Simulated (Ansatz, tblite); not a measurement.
Removing an electron: the cluster P₃⁻. Total charge -1; singlet. Geometry: PBE-D4/def2-TZVPD. Ansatz, gas phase; energy differences of separate SCF runs; the oxidised species was run as a doublet alone.

```xyz
3

P    -0.516    1.685    0.868
P     0.000    0.000    0.000
P     0.516   -1.685   -0.868
```

The xTB rows come from tblite. Correlated methods freeze 15 core orbitals. In CCSD on the charge 0 doublet the largest single amplitude is 0.21, so its Hartree–Fock determinant may place the open shell otherwise than the density functionals do. The structure comes from a short search, and lower isomers may exist.

```csv
level,−HOMO (eV),vertical IE (eV),−LUMO (eV),HOMO–LUMO gap (eV),remarks
PBE-D4/def2-TZVPD,0.15,2.73,-2.53,2.67,–
r2SCAN-D4/def2-TZVPD,0.34,2.74,-2.60,2.94,–
PBE0-D4/def2-TZVPD,0.98,2.72,-3.14,4.12,–
CCSD(T)/def2-TZVPPD,–,2.76,–,–,"large T1 (0.022) (-1 singlet), large T1 (0.065) (doublet), restricted SCF unstable (-1 singlet), spin-contaminated (⟨S²⟩ 1.32) (doublet)"
```

Task: Estimate the rows for GFN1-xTB, GFN2-xTB, CCSD/def2-TZVPPD.

Result: 
```csv
level,−HOMO (eV),vertical IE (eV),−LUMO (eV),HOMO–LUMO gap (eV),remarks
GFN1-xTB,1.24,5.39,-1.47,2.71,–
GFN2-xTB,4.29,6.79,2.42,1.87,–
CCSD/def2-TZVPPD,–,2.60,–,–,"large T1 (0.022) (-1 singlet), large T1 (0.065) (doublet), restricted SCF unstable (-1 singlet), spin-contaminated (⟨S²⟩ 1.32) (doublet)"
```

Run but left out: HF/def2-TZVPPD (singlet: restricted singlet, unstable towards broken spin symmetry); MP2/def2-TZVPPD (neutral doublet: ⟨S²⟩ 1.32, where a pure state has 0.75).  Raw xTB energy differences between charge states are shifted by several eV; the methods need an empirical correction for them.
